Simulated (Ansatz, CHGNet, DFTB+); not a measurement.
How well does each level of theory give the elastic constant C12 of hcp Os?

Reference value: 228 GPa (measured, 0 K, extrapolated to 0 K (read from the set's bulk modulus against, 405 at 300 K); as tabulated in Liu et al. (2023), arXiv:2002.00005).

```csv
level (code),value (GPa),cell (Å³/atom)
GFN1-xTB as cut by DFTB+,121,14.43
CHGNet 0.3.0,354,14.36
LDA (Ansatz),252,13.70
PBE (Ansatz),?,14.27
r²SCAN (Ansatz),237,14.02
```

Q: Some entries are withheld; supply them.

A: 
- PBE (Ansatz, a quantum-chemistry and plane-wave program), value (GPa): 220

Differences against the reference: GFN1-xTB as cut by DFTB+ -47 %, CHGNet 0.3.0 +55 %, LDA +10.5 %, PBE -3.5 %, r²SCAN +3.9 %.

Once the reference is moved by up to 5.0 % (a margin picked here for doubts on the reference and the settings, and for temperature and zero-point motion) and values within 1.7 % count as equal, the nearest can be PBE (-3.5 %) or r²SCAN (+3.9 %). By the same margin the farthest can be CHGNet 0.3.0 (+55 %) or GFN1-xTB as cut by DFTB+ (-47 %). Within 20 %: LDA, PBE, r²SCAN.

The measured value isn't corrected to a static lattice, so vibrations enter the comparison.  Density-functional levels without +SOC have no spin–orbit coupling. GFN1-xTB as cut by DFTB+: the method was fitted mainly to molecules. GFN1-xTB as cut by DFTB+: codes differ in how they cut the long-range tail of xTB's charge interaction in a crystal, so the value belongs to this code. Each level is taken at its own relaxed cell. Cutoffs differ between the levels. Ansatz's density-functional and Hartree–Fock values are scalar-relativistic unless marked +SOC, with PAW data made under PBE.

Machine-learned potentials (CHGNet 0.3.0) are trained on DFT data: a solid inside that data is no test of them.

Differences are worked out from the printed values.
